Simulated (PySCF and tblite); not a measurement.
Results of a calculation; reference values are marked as such.
(CH3CH2)2CHF, C5H11F, numbered as in [CH3:1][CH2:2][CH:3]([F:4])[CH2:5][CH3:6].

Search: ETKDG, MMFF94s, GFN2-xTB, 90 starts; geometries at GFN2-xTB. Energies: PBE0-D3(BJ)/pcSseg-1, with GFN2-xTB thermal terms (modes under about 100 cm⁻¹ blended into free rotors). Symmetry numbers and mirror images are counted. Conformers within 3 kcal/mol (GFN2-xTB free energy) were kept, 10 at most. Of two unlike H on one atom, a is the less shielded (PBE0/pcSseg-1). Run with PySCF (density fitting) and tblite.

An NOE distance is ⟨r⁻⁶⟩^(−1/6) over all pairs of like atoms and, for the average, over conformers.

Torsions listed: C1–C2–C3–F4, F4–C3–C5–C6. Of a mirror pair one member is shown.

```csv
conformer,shape,weight %
1,"-63°, 63°",39.4
2,"-64°, 164°",27.4
3,"65°, 68°",19.8
4,"-174°, -66°",13.0
```

Not shown: 1 more, 0.4 % in all.

Which H–H contacts under 3.5 Å would NOEs report (pairs on one atom left out) at 298.15 K?


```csv
pair,in 1 (Å),in 2 (Å),in 3 (Å),in 4 (Å),average (Å)
H2b/H5b ··· H3,2.54,2.73,2.51,2.64,2.59
H2a/H5a ··· H3,3.06,2.72,2.64,2.45,2.74
H1/H6 ··· H2b/H5b,2.92,2.76,2.85,2.73,2.83
H1/H6 ··· H2a/H5a,2.91,2.89,2.76,2.77,2.85
H1/H6 ··· H3,2.88,2.85,3.09,3.19,2.94
```

Longer pairs under the limit may be missing.
